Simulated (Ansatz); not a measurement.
We consider zinc-blende GaN (metastable phase), described by HSE06 in Ansatz (plane waves, PAW).

The same calculation (at a fixed cell, not relaxed at this level and not confirmed as the measured one, 11.566 Å³/atom) with different numerical settings:

| run | k mesh | gap on the mesh (eV) | total energy (eV/atom) |
|---|---|---|---|
| 1 | 4×4×4 | 2.913 | -2084.1709 |
| 2 | 6×6×6 | 2.883 | -2084.1963 |
| 3 | 8×8×8 | 2.878 | -2084.1977 |
| 4 | 10×10×10 | 2.877 | -2084.1979 |
| 5 | 12×12×12 | 2.877 | -2084.1979 |

In the column total energy (eV/atom) the first row differs from the last by +0.0270 and the next to last by 0.0000.

The last row is no converged limit: other settings stay fixed.

Spin–orbit coupling is not included.

Ansatz is an electronic-structure program.
